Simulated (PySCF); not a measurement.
Si(Cl)4 cation (Cl4Si), SMILES Cl[Si](Cl)(Cl)Cl (connectivity only; charge and spin as stated), charge +1, multiplicity 2.

Coordinates come from a PBE-D3(BJ)/def2-SVP optimisation. The spin state was assumed, not searched. The isomer is the one that the SMILES or the coordinates give; other isomers of the formula were not compared.

These are TDA-PBE/def2-SVPD (PySCF 2.14.0) values and carry that method's errors.

Vertical excitations; the highest root listed may be one member of a degenerate set. The molecule is in vacuum.

```json
[
 {"state": "root 1", "energy (eV)": "0.26", "λ (nm)": "4859", "f": "0.001", "main pairs": "β HOMO→LUMO, β HOMO−4→LUMO (degenerate set)"},
 {"state": "root 2", "energy (eV)": "0.26", "λ (nm)": "4857", "f": "0.001", "main pairs": "β HOMO−1→LUMO, β HOMO−3→LUMO (degenerate set)"},
 {"state": "root 3", "energy (eV)": "0.82", "λ (nm)": "1518", "f": "0.000", "main pairs": "β HOMO−2→LUMO 100 %"},
 {"state": "root 4", "energy (eV)": "0.97", "λ (nm)": "1283", "f": "0.000", "main pairs": "β HOMO−5→LUMO 100 %"},
 {"state": "root 5", "energy (eV)": "1.61", "λ (nm)": "772", "f": "0.047", "main pairs": "β HOMO−4→LUMO, β HOMO→LUMO (degenerate set)"},
 {"state": "root 6", "energy (eV)": "1.61", "λ (nm)": "772", "f": "0.047", "main pairs": "β HOMO−3→LUMO, β HOMO−1→LUMO (degenerate set)"},
 {"state": "root 7", "energy (eV)": "2.12", "λ (nm)": "584", "f": "0.077", "main pairs": "β HOMO−6→LUMO 94 %"},
 {"state": "root 8", "energy (eV)": "3.04", "λ (nm)": "408", "f": "0.000", "main pairs": "β HOMO−7→LUMO 100 %"},
 {"state": "root 9", "energy (eV)": "3.31", "λ (nm)": "374", "f": "0.035", "main pairs": "β HOMO−8→LUMO (degenerate set)"},
 {"state": "root 10", "energy (eV)": "3.31", "λ (nm)": "374", "f": "0.035", "main pairs": "β HOMO−9→LUMO (degenerate set)"}
]
```
Unrestricted roots are not spin-pure.
